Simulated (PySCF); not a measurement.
Species: C5H9 (charge +1).
SMILES: `C=C[C+](C)C`

All values: wB97X-D/def2-SVPD (PySCF, non-relativistic), on one gas-phase PBE0-D3(BJ)/def2-SVP geometry that isn't relaxed in the solvent. The solvent is an IEF-PCM continuum (Bondi radii, 1.10 Å for H, scaled by 1.2), and excitations are vertical TDDFT with non-equilibrium linear response and a frozen core. Only the electrostatic response of the medium enters.

```csv
run,E − E(gas) (kJ/mol),HOMO (eV),HOMO–LUMO gap (eV),lowest singlet (eV),static polarisability (au)
gas,0.00,-16.03,9.03,5.17,60.1
P,-232.62,-11.40,9.04,5.01,83.5
Q,-204.01,-11.96,9.04,4.98,78.4
```

**Question.** The runs were made in tetrahydrofuran and water. Which run belongs to which solvent?

**Answer.** P = water, Q = tetrahydrofuran. The dielectric constants are 7.426 (tetrahydrofuran), 78.36 (water), and the energy falls further as ε rises. The optical constants n² used for the excitations are 1.97, 1.78 in the same order. In this model the ground state sees the solvent through ε alone.

**Question.** How constant is the ratio of the lowering to 1 − 1/ε?

**Answer.** 
```tsv
solvent	1 − 1/ε	E − E(gas) (kJ/mol)	ratio (kJ/mol)	polarisation term (kJ/mol)
tetrahydrofuran	0.865	-204.01	-235.8	-204.78
water	0.987	-232.62	-235.6	-233.77
```

The ratio changes by -0.1 % in size from tetrahydrofuran to water. The polarisation term is half the interaction of the solute with the induced surface charges.

Cost: about 40 s of CPU time on one thread; the machine was shared, so the figure is rough. This is the whole response run at wB97X-D/def2-SVPD in water, SCF included.

Conformer computed: `[CH2:1]=[CH:2][C+:3]([CH3:4])[CH3:5]`: C1–C2–C3–C4 -4°.

wB97X-D is run here without its empirical dispersion term; that term would change no orbital, density or response property at a fixed geometry.
